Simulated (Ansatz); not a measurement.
bcc Mo, treated with RPBE (plane waves, PAW; Ansatz, a quantum-chemistry and plane-wave program).

Numerical settings: plane-wave cutoff 520 eV, 24×24×24 k mesh, Fermi–Dirac smearing 0.05 eV, no spin polarisation, scalar-relativistic PAW data made under PBE.

Cell (relaxed at this level):

```cif
data_Mo
_chemical_formula_sum 'Mo1'
_space_group_name_H-M_alt 'P 1'
_space_group_IT_number 1
_cell_length_a 2.74968
_cell_length_b 2.74968
_cell_length_c 2.74968
_cell_angle_alpha 109.471
_cell_angle_beta 109.471
_cell_angle_gamma 109.471
loop_
_space_group_symop_operation_xyz
  'x, y, z'
loop_
_atom_site_label
_atom_site_type_symbol
_atom_site_fract_x
_atom_site_fract_y
_atom_site_fract_z
_atom_site_occupancy
Mo1 Mo 0.00000 0.00000 0.00000 1
```

Question: What does this level give for the bulk modulus B0 and pressure derivative B′ of the bulk modulus?

Answer: 
bulk modulus B0: 248 GPa
pressure derivative B′ of the bulk modulus: 4.3

The run finds no gap.

Measured, for comparison: bulk modulus 265 GPa (zero-point energy and finite temperature contributions removed, our sources range from 265 to 278; as tabulated in doi:10.1021/acs.jctc.3c00612). Computed (rounded) less measured: bulk modulus -6 % (-6 % to -11 % over the range).

The computed numbers hold no vibrational or temperature effects.

Computing time: around 50 core-seconds (rough).
